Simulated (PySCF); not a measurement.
# A diatomic session: BN

An exercise on one series of results from a longer session: the logs are not shown, and one member is left open.

Program: PySCF 2.14.0. Level of theory: B jorge-DZP-DKH, N jorge-DZP-DKH, spin-free X2C with a Gaussian nucleus. These are calculated values, not measurements.

The first run:

The job is set up so:

```yaml
atoms: B, N
charge: 0
basis: B jorge-DZP-DKH, N jorge-DZP-DKH
Hamiltonian: spin-free X2C with a Gaussian nucleus
basis_functions: 30
electrons_treated: 12
masses_in_u: 11.0093, 14.0031
levels: PBE0, PBE, r²SCAN, PW91, BP86, BLYP, HSE06, HF, MP2, SCS-MP2, CCSD, CCSD(T)
grid: 80 radial by 434 angular points
occupations: held fixed by the projection of orbital angular momentum
dissociation_limit: B + N, each in its ground configuration
starting_distance_in_angstrom: 1.470
values_of_2S_to_try: 0, 2, 4
```

The run is started by

```
$ OMP_NUM_THREADS=1 python dia.py task.json out
```

Among the steps run: Set-up; The PBE0 curve of the state that the search chose; Excited determinants; PBE (GGA); r²SCAN; PW91 (GGA); BP86 (GGA); BLYP (GGA); HSE06; ROHF; MP2 and coupled cluster.

One of the session's tables, all rows but one given; the rest of the session is left out.

| level | Re (Å) | ωe (cm⁻¹) | De (eV) |
| --- | --- | --- | --- |
| ROHF | ? | ? | ? |
| ROHF-MP2 | 1.341 | 1511 | 4.06 |
| ROHF-SCS-MP2 | 1.340 | 1511 | 3.86 |
| ROHF-CCSD | 1.339 | 1538 | 3.56 |
| ROHF-CCSD(T) | 1.350 | 1469 | 3.76 |
| PBE | 1.347 | 1491 | 5.09 |
| PW91 | 1.345 | 1496 | 5.10 |
| BLYP | 1.350 | 1466 | 4.90 |
| BP86 | 1.348 | 1482 | 5.05 |
| r²SCAN | 1.333 | 1554 | 4.68 |
| PBE0 | 1.328 | 1578 | 4.59 |
| HSE06 | 1.328 | 1574 | 4.57 |

Q: Estimate the row for ROHF from the others.

**Answer.** Re (Å): 1.295; ωe (cm⁻¹): 1777; De (eV): 2.12. In the column «Re (Å)» it is the lowest.

De is counted to B + N in their ground configurations.
